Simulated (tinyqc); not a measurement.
Inside a calculation (part 3 of 3). Method: UHF in the sto-3g basis, for BH3, spin multiplicity 1. Computed by tinyqc, a small Python program that keeps every step (integrals from PySCF). Command: `OMP_NUM_THREADS=1 python tinyqc.py 25229 25230 out.jsonl` (the two numbers bound the seeds that draw the settings). One thread of a shared host (Intel(R) Xeon(R) Processor @ 2.60GHz), about 0.1 s of CPU time with the checks.

Geometry (angstrom):
```
atom          x          y         z
B      0.000000   0.000000  0.037000
H      1.356000   0.000000  0.000000
H     -0.678000   1.174000  0.000000
H     -0.678000  -1.174000  0.000000
```

## Iteration 2: diagonalisation and new density

F(alpha) (hartree):
```
            1B 1s      1B 2s     1B 2px     1B 2py     1B 2pz      2H 1s      3H 1s      4H 1s
1B 1s   -7.100342  -2.112884  -0.001444   0.000000  -0.000326  -0.365414  -0.367082  -0.367082
1B 2s   -2.112884  -0.919133  -0.015397   0.000000   0.009942  -0.428339  -0.423104  -0.423104
1B 2px  -0.001444  -0.015397   0.073866   0.000000  -0.210889  -0.279718   0.130918   0.130918
1B 2py   0.000000   0.000000   0.000000  -0.038743   0.000000   0.000000  -0.286146   0.286146
1B 2pz  -0.000326   0.009942  -0.210889   0.000000   0.258961  -0.100275   0.063562   0.063562
2H 1s   -0.365414  -0.428339  -0.279718   0.000000  -0.100275  -0.253957  -0.109282  -0.109282
3H 1s   -0.367082  -0.423104   0.130918  -0.286146   0.063562  -0.109282  -0.241834  -0.084833
4H 1s   -0.367082  -0.423104   0.130918   0.286146   0.063562  -0.109282  -0.084833  -0.241834
```

F(beta) (hartree):
```
            1B 1s      1B 2s     1B 2px     1B 2py     1B 2pz      2H 1s      3H 1s      4H 1s
1B 1s   -7.100353  -2.112874  -0.002067   0.000000  -0.000323  -0.365958  -0.366807  -0.366807
1B 2s   -2.112874  -0.919203  -0.002779   0.000000   0.007533  -0.424007  -0.425259  -0.425259
1B 2px  -0.002067  -0.002779   0.074275   0.000000   0.211032  -0.278515   0.131527   0.131527
1B 2py   0.000000   0.000000   0.000000  -0.039098   0.000000   0.000000  -0.286449   0.286449
1B 2pz  -0.000323   0.007533   0.211032   0.000000   0.258990   0.117998  -0.046401  -0.046401
2H 1s   -0.365958  -0.424007  -0.278515   0.000000   0.117998  -0.255675  -0.109452  -0.109452
3H 1s   -0.366807  -0.425259   0.131527  -0.286449  -0.046401  -0.109452  -0.240945  -0.084484
4H 1s   -0.366807  -0.425259   0.131527   0.286449  -0.046401  -0.109452  -0.084484  -0.240945
```

X:
```
            1B 1s      1B 2s     1B 2px     1B 2py     1B 2pz      2H 1s      3H 1s      4H 1s
1B 1s    1.032785  -0.170535   0.000008   0.000000   0.000842   0.025508   0.025514   0.025514
1B 2s   -0.170535   1.275446  -0.000090   0.000000  -0.007102  -0.257190  -0.257332  -0.257332
1B 2px   0.000008  -0.000090   1.139943   0.000000   0.000003  -0.279248   0.139715   0.139715
1B 2py   0.000000   0.000000   0.000000   1.139965   0.000000   0.000000  -0.241918   0.241918
1B 2pz   0.000842  -0.007102   0.000003   0.000000   1.000204   0.007438   0.007443   0.007443
2H 1s    0.025508  -0.257190  -0.279248   0.000000   0.007438   1.172653  -0.009929  -0.009929
3H 1s    0.025514  -0.257332   0.139715  -0.241918   0.007443  -0.009929   1.172790  -0.009918
4H 1s    0.025514  -0.257332   0.139715   0.241918   0.007443  -0.009929  -0.009918   1.172790
```

D(alpha) after iteration 1:
```
            1B 1s      1B 2s     1B 2px     1B 2py     1B 2pz      2H 1s      3H 1s      4H 1s
1B 1s    1.020689  -0.074185  -0.002031   0.000000   0.000957  -0.082499  -0.080941  -0.080941
1B 2s   -0.074185   0.359622   0.005836   0.000000  -0.002734   0.170464   0.167593   0.167593
1B 2px  -0.002031   0.005836   0.271407   0.000000   0.294988   0.169604  -0.082491  -0.082491
1B 2py   0.000000   0.000000   0.000000   0.443067   0.000000   0.000000   0.216527  -0.216527
1B 2pz   0.000957  -0.002734   0.294988   0.000000   0.325881   0.167239  -0.088612  -0.088612
2H 1s   -0.082499   0.170464   0.169604   0.000000   0.167239   0.220063   0.017628   0.017628
3H 1s   -0.080941   0.167593  -0.082491   0.216527  -0.088612   0.017628   0.241544  -0.010870
4H 1s   -0.080941   0.167593  -0.082491  -0.216527  -0.088612   0.017628  -0.010870   0.241544
```

D(beta) after iteration 1:
```
            1B 1s      1B 2s     1B 2px     1B 2py     1B 2pz      2H 1s      3H 1s      4H 1s
1B 1s    1.020713  -0.074276   0.003575   0.000000  -0.000364  -0.079506  -0.082412  -0.082412
1B 2s   -0.074276   0.359963  -0.010983   0.000000   0.002281   0.160990   0.172239   0.172239
1B 2px   0.003575  -0.010983   0.271203   0.000000  -0.294834   0.168611  -0.083354  -0.083354
1B 2py   0.000000   0.000000   0.000000   0.443177   0.000000   0.000000   0.216544  -0.216544
1B 2pz  -0.000364   0.002281  -0.294834   0.000000   0.325738  -0.174930   0.080858   0.080858
2H 1s   -0.079506   0.160990   0.168611   0.000000  -0.174930   0.220838   0.017730   0.017730
3H 1s   -0.082412   0.172239  -0.083354   0.216544   0.080858   0.017730   0.241192  -0.011076
4H 1s   -0.082412   0.172239  -0.083354  -0.216544   0.080858   0.017730  -0.011076   0.241192
```

overlap S:
```
           1B 1s     1B 2s     1B 2px     1B 2py     1B 2pz      2H 1s      3H 1s      4H 1s
1B 1s   1.000000  0.269328   0.000000   0.000000   0.000000   0.045613   0.045642   0.045642
1B 2s   0.269328  1.000000   0.000000   0.000000   0.000000   0.393631   0.393765   0.393765
1B 2px  0.000000  0.000000   1.000000   0.000000   0.000000   0.427949  -0.214073  -0.214073
1B 2py  0.000000  0.000000   0.000000   1.000000   0.000000   0.000000   0.370682  -0.370682
1B 2pz  0.000000  0.000000   0.000000   0.000000   1.000000  -0.011677  -0.011682  -0.011682
2H 1s   0.045613  0.393631   0.427949   0.000000  -0.011677   1.000000   0.065435   0.065435
3H 1s   0.045642  0.393765  -0.214073   0.370682  -0.011682   0.065435   1.000000   0.065494
4H 1s   0.045642  0.393765  -0.214073  -0.370682  -0.011682   0.065435   0.065494   1.000000
```

Diagonalise F' = X^T F X, C = X C', fill 4 alpha and 4 beta electrons from the bottom; D(s) = C_occ C_occ^T; the new density keeps 0.7 of the old one (damping). Each column has its largest component positive (the first on a tie).

F' = X^T F X (alpha) (hartree):
```
           1          2          3          4          5          6          7          8
1  -6.903742  -1.185792   0.000215   0.000000   0.000503  -0.014266  -0.015681  -0.015681
2  -1.185792  -0.131627  -0.016251   0.000000  -0.001708  -0.319276  -0.329151  -0.329151
3   0.000215  -0.016251   0.341974   0.000000  -0.194639  -0.382086   0.189196   0.189196
4   0.000000   0.000000   0.000000   0.246927   0.000000   0.000000  -0.363683   0.363683
5   0.000503  -0.001708  -0.194639   0.000000   0.259345  -0.060270   0.045424   0.045424
6  -0.014266  -0.319276  -0.382086   0.000000  -0.060270   0.037968  -0.042077  -0.042077
7  -0.015681  -0.329151   0.189196  -0.363683   0.045424  -0.042077   0.071500  -0.031840
8  -0.015681  -0.329151   0.189196   0.363683   0.045424  -0.042077  -0.031840   0.071500
```

orbital energies (alpha) (hartree): MO1 -7.107435, MO2 -0.526946, MO3 -0.344179, MO4 -0.324594, MO5 0.295145, MO6 0.580662, MO7 0.694445, MO8 0.726744

coefficients C (alpha):
```
              MO1        MO2        MO3        MO4        MO5        MO6        MO7        MO8
1B 1s    0.989745  -0.212262   0.000000   0.013248  -0.021772  -0.267286   0.000000   0.030638
1B 2s    0.039746   0.544728   0.000000  -0.037953   0.089589   1.235708   0.000000  -0.140467
1B 2px   0.000461   0.028071   0.000000   0.436080   0.130097   0.115601   0.000000   1.093273
1B 2py   0.000000   0.000000   0.490187   0.000000   0.000000   0.000000   1.084567   0.000000
1B 2pz  -0.000213   0.003921   0.000000   0.310088   0.919031  -0.101946   0.000000  -0.222361
2H 1s   -0.007278   0.345235   0.000000   0.527637  -0.404247  -0.693929   0.000000  -0.691051
3H 1s   -0.006755   0.296977   0.472110  -0.281910   0.154081  -0.608910  -0.731462   0.447720
4H 1s   -0.006755   0.296977  -0.472110  -0.281910   0.154081  -0.608910   0.731462   0.447720
```

F' = X^T F X (beta) (hartree):
```
           1          2          3          4          5          6          7          8
1  -6.903758  -1.185767  -0.002006   0.000000   0.000877  -0.014987  -0.015322  -0.015322
2  -1.185767  -0.131717  -0.003834   0.000000  -0.004362  -0.317353  -0.330100  -0.330100
3  -0.002006  -0.003834   0.342068   0.000000   0.194664  -0.380423   0.189934   0.189934
4   0.000000   0.000000   0.000000   0.246864   0.000000   0.000000  -0.364184   0.364184
5   0.000877  -0.004362   0.194664   0.000000   0.259384   0.080664  -0.025045  -0.025045
6  -0.014987  -0.317353  -0.380423   0.000000   0.080664   0.036110  -0.042013  -0.042013
7  -0.015322  -0.330100   0.189934  -0.364184  -0.025045  -0.042013   0.072435  -0.031964
8  -0.015322  -0.330100   0.189934   0.364184  -0.025045  -0.042013  -0.031964   0.072435
```

orbital energies (beta) (hartree): MO1 -7.107444, MO2 -0.526750, MO3 -0.344305, MO4 -0.324862, MO5 0.296082, MO6 0.579353, MO7 0.695568, MO8 0.726179

coefficients C (beta):
```
              MO1        MO2        MO3        MO4        MO5        MO6        MO7        MO8
1B 1s    0.989746  -0.212137   0.000000   0.017477  -0.005706  -0.267808   0.000000   0.031971
1B 2s    0.039743   0.544181   0.000000  -0.055562   0.021082   1.236971   0.000000  -0.152117
1B 2px   0.000455   0.020657   0.000000   0.435447  -0.127454   0.146462   0.000000   1.090300
1B 2py   0.000000   0.000000   0.490869   0.000000   0.000000   0.000000   1.084259   0.000000
1B 2pz  -0.000215  -0.020046   0.000000  -0.308683   0.922298  -0.009951   0.000000   0.232823
2H 1s   -0.007213   0.344407   0.000000   0.534469   0.368150  -0.724900   0.000000  -0.674393
3H 1s   -0.006786   0.297758   0.471650  -0.276087  -0.188997  -0.592177  -0.731758   0.459736
4H 1s   -0.006786   0.297758  -0.471650  -0.276087  -0.188997  -0.592177   0.731758   0.459736
```

D(alpha) after iteration 2:
```
            1B 1s      1B 2s     1B 2px     1B 2py     1B 2pz      2H 1s      3H 1s      4H 1s
1B 1s    1.021930  -0.074966  -0.001339   0.000000   0.001589  -0.079797  -0.078696  -0.078696
1B 2s   -0.074966   0.341660   0.003713   0.000000  -0.004806   0.169648   0.168976   0.168976
1B 2px  -0.001339   0.003713   0.247271   0.000000   0.247092   0.190657  -0.092124  -0.092124
1B 2py   0.000000   0.000000   0.000000   0.382232   0.000000   0.000000   0.220996  -0.220996
1B 2pz   0.001589  -0.004806   0.247092   0.000000   0.256968   0.166558  -0.087904  -0.087904
2H 1s   -0.079797   0.169648   0.190657   0.000000   0.166558   0.273336  -0.001511  -0.001511
3H 1s   -0.078696   0.168976  -0.092124   0.220996  -0.087904  -0.001511   0.286261  -0.024161
4H 1s   -0.078696   0.168976  -0.092124  -0.220996  -0.087904  -0.001511  -0.024161   0.286261
```

D(beta) after iteration 2:
```
            1B 1s      1B 2s     1B 2px     1B 2py     1B 2pz      2H 1s      3H 1s      4H 1s
1B 1s    1.021971  -0.075116   0.003606   0.000000  -0.000661  -0.076912  -0.080100  -0.080100
1B 2s   -0.075116   0.342214  -0.011568   0.000000   0.003467   0.159924   0.173699   0.173699
1B 2px   0.003606  -0.011568   0.246854   0.000000  -0.246832   0.189981  -0.092570  -0.092570
1B 2py   0.000000   0.000000   0.000000   0.382510   0.000000   0.000000   0.221037  -0.221037
1B 2pz  -0.000661   0.003467  -0.246832   0.000000   0.256723  -0.174016   0.080377   0.080377
2H 1s   -0.076912   0.159924   0.189981   0.000000  -0.174016   0.275884  -0.001077  -0.001077
3H 1s   -0.080100   0.173699  -0.092570   0.221037   0.080377  -0.001077   0.285050  -0.025011
4H 1s   -0.080100   0.173699  -0.092570  -0.221037   0.080377  -0.001077  -0.025011   0.285050
```

## Convergence

Stop when the energy changes by less than 1e-10 hartree and every element of the error matrix X^T (F D S - S D F) X (for each spin) is below 3e-06.

Course of the cycle:
```
iteration   E (hartree)     change  largest element of the error matrix
1          -25.56169955          -                             1.70e-01
2          -25.67020233  -1.09e-01                             1.24e-01
3          -25.75082550  -8.06e-02                             9.61e-02
4          -25.81157945  -6.08e-02                             7.67e-02
5          -25.85775443  -4.62e-02                             6.26e-02
6          -25.89302990  -3.53e-02                             5.21e-02
7          -25.92006325  -2.70e-02                             4.42e-02
8          -25.94082248  -2.08e-02                             3.80e-02
9          -25.95678780  -1.60e-02                             3.37e-02
10         -25.96908245  -1.23e-02                             3.03e-02
11         -25.97856286  -9.48e-03                             2.71e-02
12         -25.98588348  -7.32e-03                             2.43e-02
13         -25.99154502  -5.66e-03                             2.17e-02
14         -25.99593071  -4.39e-03                             1.94e-02
...                 ...        ...                                  ...
50         -26.01155923  -1.02e-06                             3.42e-04
51         -26.01156004  -8.13e-07                             3.05e-04
52         -26.01156069  -6.51e-07                             2.73e-04
53         -26.01156122  -5.21e-07                             2.44e-04
54         -26.01156163  -4.17e-07                             2.18e-04
55         -26.01156197  -3.34e-07                             1.95e-04
56         -26.01156223  -2.68e-07                             1.75e-04
57         -26.01156245  -2.14e-07                             1.56e-04
58         -26.01156262  -1.72e-07                             1.40e-04
59         -26.01156276  -1.38e-07                             1.25e-04
60         -26.01156287  -1.10e-07                             1.12e-04
61         -26.01156296  -8.85e-08                             9.98e-05
62         -26.01156303  -7.10e-08                             8.93e-05
63         -26.01156308  -5.70e-08                             7.98e-05
```

PySCF UHF in the same basis, after a stability check = -26.01156332 hartree

Not converged within the cap of 63 iterations: the residual falls steadily but slowly, by a factor of about 0.89 a step. Reruns (cap 100 unless said): DIIS 8: converged in 11; damping 0.5: converged in 56; level shift 0.5: converged in 48; atomic densities as start, DIIS 8: converged in 8; the original settings with a cap of 400: converged in 93.
